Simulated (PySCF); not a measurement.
Species: 1,3-butanediamine, C₄H₁₂N₂.
Atom-mapped SMILES: `[CH3:1][C@H:2]([NH2:3])[CH2:4][CH2:5][NH2:6]` (hydrogens: H7, H8, H9 on C1; H10 on C2; H11, H12 on N3; H13, H14 on C4; H15, H16 on C5; H17, H18 on N6)

Computed by this run: PBE0-D3(BJ)/def2-SVP geometry optimisation, gas phase (PySCF 2.14.0); density fitting, grid level 2; the optimiser is geomeTRIC in internal coordinates, started from a GFN2-xTB structure.

Geometry at step 1:
```
atom  x, y, z in Å
C1     -1.7045    0.7766    0.2145
C2     -0.9670   -0.2757   -0.6105
N3     -1.6603   -1.5522   -0.6836
C4      0.4499   -0.5202   -0.1023
C5      1.4058    0.6534   -0.2176
N6      2.7109    0.2966    0.2972
H7     -1.2025    1.7577    0.2059
H8     -1.7811    0.4481    1.2664
H9     -2.7279    0.9277   -0.1670
H10    -0.8864    0.1012   -1.6502
H11    -1.7405   -1.9531    0.2522
H12    -2.6164   -1.4172   -1.0102
H13     0.4154   -0.8369    0.9582
H14     0.8560   -1.3784   -0.6677
H15     1.0271    1.5039    0.3779
H16     1.4059    1.0019   -1.2770
H17     3.3585    1.0780    0.2197
H18     3.1103   -0.4600   -0.2578
```

**Question.** What forces act on the atoms?

**Answer.** 
```json
{"atom": "C1", "Fx (eV/Å)": "-0.049", "Fy (eV/Å)": "0.012", "Fz (eV/Å)": "0.073"}
{"atom": "C2", "Fx (eV/Å)": "0.031", "Fy (eV/Å)": "0.099", "Fz (eV/Å)": "-0.111"}
{"atom": "N3", "Fx (eV/Å)": "-0.023", "Fy (eV/Å)": "-0.052", "Fz (eV/Å)": "0.026"}
{"atom": "C4", "Fx (eV/Å)": "0.020", "Fy (eV/Å)": "-0.133", "Fz (eV/Å)": "0.080"}
{"atom": "C5", "Fx (eV/Å)": "-0.081", "Fy (eV/Å)": "0.126", "Fz (eV/Å)": "-0.071"}
{"atom": "N6", "Fx (eV/Å)": "0.077", "Fy (eV/Å)": "-0.054", "Fz (eV/Å)": "-0.003"}
{"atom": "H7", "Fx (eV/Å)": "0.000", "Fy (eV/Å)": "-0.031", "Fz (eV/Å)": "-0.017"}
{"atom": "H8", "Fx (eV/Å)": "-0.009", "Fy (eV/Å)": "0.029", "Fz (eV/Å)": "-0.033"}
{"atom": "H9", "Fx (eV/Å)": "0.024", "Fy (eV/Å)": "-0.005", "Fz (eV/Å)": "0.009"}
{"atom": "H10", "Fx (eV/Å)": "-0.006", "Fy (eV/Å)": "-0.028", "Fz (eV/Å)": "0.057"}
{"atom": "H11", "Fx (eV/Å)": "0.010", "Fy (eV/Å)": "0.029", "Fz (eV/Å)": "-0.024"}
{"atom": "H12", "Fx (eV/Å)": "0.035", "Fy (eV/Å)": "0.009", "Fz (eV/Å)": "0.006"}
{"atom": "H13", "Fx (eV/Å)": "0.005", "Fy (eV/Å)": "0.002", "Fz (eV/Å)": "-0.061"}
{"atom": "H14", "Fx (eV/Å)": "-0.015", "Fy (eV/Å)": "0.033", "Fz (eV/Å)": "0.024"}
{"atom": "H15", "Fx (eV/Å)": "0.018", "Fy (eV/Å)": "-0.049", "Fz (eV/Å)": "-0.026"}
{"atom": "H16", "Fx (eV/Å)": "0.010", "Fy (eV/Å)": "-0.010", "Fz (eV/Å)": "0.050"}
{"atom": "H17", "Fx (eV/Å)": "-0.031", "Fy (eV/Å)": "-0.008", "Fz (eV/Å)": "0.001"}
{"atom": "H18", "Fx (eV/Å)": "-0.014", "Fy (eV/Å)": "0.031", "Fz (eV/Å)": "0.019"}
```

The largest, 0.17 eV/Å, acts on C5; the rms over all components is 0.047 eV/Å. The forces sum to zero within rounding, as they must for an isolated molecule in no field.

**Question.** Give the force on C5 in Eh/bohr and in nN.

**Answer.** 0.166 eV/Å ÷ 51.422 = 0.00323 Eh/bohr, and 0.166 eV/Å × 1.602 = 0.27 nN.

**Question.** How far is this geometry from the end of the optimisation?

**Answer.** 0.001 eV above it, and 0.010 Å rms away after alignment. The bonds farthest from their final lengths, with half the difference of the two atoms' forces along the bond (positive lengthens):

```tsv
bond	now (Å)	final (Å)	force along bond (eV/Å)
C2–H10	1.109	1.106	-0.10
C4–H13	1.107	1.105	-0.09
C5–H15	1.105	1.103	-0.07
C5–H16	1.115	1.113	-0.08
C5–N6	1.448	1.450	+0.11
C4–H14	1.105	1.103	-0.06
```

The cost below is that of the whole optimisation. Hardware: an Intel Xeon Platinum 8488C with one thread, no GPU (shared host). Cost: 36 s, 0.76 GiB resident at most.
